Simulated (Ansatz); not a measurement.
The input, for Ansatz 0.2.0:

```yaml
crystal:
  periodic: [false, false, false]
  atoms:
    - {symbol: Sc, position_ang: [0.000000, 0.000000, 0.000000]}
    - {symbol: B, position_ang: [0.000000, 0.000000, 3.011000]}
basis:
  gaussian: {orbitals: def2-SVP}
magnetization: {spin_polarized: false, initial_magnetization: 2}
correlation: {method: fci, electrons: outside_noble_gas}
```

```sh
$ ansatz run in.yaml --threads 1 --pin off --events-out ev --progress --plain --max-ram 2393MiB
```

The program prints:

```
843 factors; integrals over basis functions are off by at most 2.4e-7 eV
mean field evaluation 1: about -21333.6576 eV, gradient 1.3e1 eV
mean field evaluation 2: about -21333.6710 eV, gradient 1.3e1 eV
mean field evaluation 4: about -21335.4169 eV, gradient 6.2e0 eV
mean field evaluation 8: about -21336.4642 eV, gradient 1.7e0 eV
mean field evaluation 16: about -21337.0745 eV, gradient 9.6e-4 eV
mean field evaluation 32: about -21335.3280 eV, gradient 1.3e-6 eV
mean field evaluation 64: about -21336.9385 eV, gradient 8.1e-2 eV
mean field evaluation 96: about -21336.9489 eV, gradient 4.1e-1 eV
mean field evaluation 128: about -21337.0685 eV, gradient 3.5e-2 eV
mean field evaluation 160: about -21337.0598 eV, gradient 1.2e0 eV
mean field evaluation 192: about -21337.0540 eV, gradient 2.3e-2 eV
mean field evaluation 224: about -21335.4439 eV, gradient 8.9e-1 eV
mean field evaluation 256: about -21337.0721 eV, gradient 1.4e-1 eV
mean field evaluation 288: about -21337.0745 eV, gradient 4.8e-3 eV
mean field evaluation 320: about -21337.0730 eV, gradient 5.9e-3 eV
mean field evaluation 352: about -21337.0599 eV, gradient 1.0e-4 eV
mean field evaluation 384: about -21337.0356 eV, gradient 7.5e-1 eV
mean field evaluation 416: about -21337.0421 eV, gradient 5.0e-2 eV
mean field evaluation 448: about -21337.0598 eV, gradient 4.6e-2 eV
mean field evaluation 480: about -21336.2980 eV, gradient 4.1e-1 eV
mean field evaluation 512: about -21336.3296 eV, gradient 5.9e-1 eV
mean field evaluation 544: about -21336.3377 eV, gradient 6.5e-1 eV
mean field evaluation 576: about -21335.3145 eV, gradient 8.0e-2 eV
mean field -21337.07452116 eV, -784.1230258639 hartree, gradient 2.6e-6 eV, S^2 2.000000; 22 other end points of the search recorded, 0 dependent functions left out
mean field evaluation 608: about -21337.7243 eV, gradient 1.8e-2 eV
determinant -21337.07452116 eV, -784.1230258639 hartree, with singles and doubles -21340.00080480 eV, -784.2305648042 hartree
determinant -21337.06483967 eV, -784.1226700758 hartree, with singles and doubles -21339.98081162 eV, -784.2298300686 hartree
determinant -21336.93931781 eV, -784.1180572324 hartree, with singles and doubles -21339.85637404 eV, -784.2252570720 hartree
determinant -21335.32801157 eV, -784.0588428204 hartree, with singles and doubles -21338.14994944 eV, -784.1625471243 hartree
determinant -21337.07452116 eV, -784.1230258639 hartree, with singles and doubles -21340.01003182 eV, -784.2309038912 hartree
determinant -21337.06483967 eV, -784.1226700758 hartree, with singles and doubles -21339.98374145 eV, -784.2299377378 hartree
determinant -21336.93931781 eV, -784.1180572324 hartree, with singles and doubles -21339.85470070 eV, -784.2251955776 hartree
unrestricted determinant -21337.72465613 eV, -784.1469178837 hartree, S^2 2.8504
10 core orbitals not correlated: weight in the atoms' cores, before any rotation towards them, 1.000 or more for the frozen orbitals, at most 0.000 for the correlated occupied ones
reference -21337.07452116 eV, -784.1230258639 hartree; 4, 2 occupied and 31, 33 virtual orbitals, 843 factors
state -21340.27891838 eV, -784.2407852899 hartree
Total energy: -21340.27891838 eV, -784.2407852899 hartree
```

Ran on 1 thread of Arm Neoverse N1, shared host: 16 min wall, 1.6 GiB peak host memory.
